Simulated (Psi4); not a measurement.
Reaction (SMILES): C=C=O + H+ → C=C=[OH+]
B3LYP-D3(BJ)/def2-TZVP geometries, fixed; electronic energies without zero-point terms; positive where energy is released.

Basis-set convergence of the proton affinity at wB97X-V with Psi4. All functions are spherical. Density fitting with the program's default auxiliary sets. The proton sits at the site shown, which need not be the one that binds it best. The functional holds VV10 correlation; no added dispersion term, no relativity. Functions are those of the species that has most. Reference: the value in def2-QZVPPD, 162.58 kcal/mol, itself unsure by roughly 0.06 kcal/mol (its mean distance from def2-QZVPP, cc-pVQZ). Deviations are taken from unrounded values.

```tsv
basis	functions	proton affinity (kcal/mol)	minus reference (kcal/mol)
def2-SV(P)	48	155.28	-7.30
def2-SVP	57	162.32	-0.26
def2-SVPD	87	161.58	-1.00
def2-TZVP	111	161.82	-0.76
def2-TZVPP	135	162.65	0.07
def2-TZVPD	141	161.86	-0.72
def2-TZVPPD	165	162.55	-0.03
def2-QZVPP	261	162.60	0.02
def2-QZVPPD	291	162.58	0.00
```

The smallest set listed that lies within 0.5 kcal/mol of the reference with all its larger relatives (same family, alike in diffuse functions; a set with none counts only in the reference's own line) is def2-TZVPP (135 functions, 0.07 kcal/mol off). Inside the window by cancellation, since a larger relative falls out: def2-SVP.
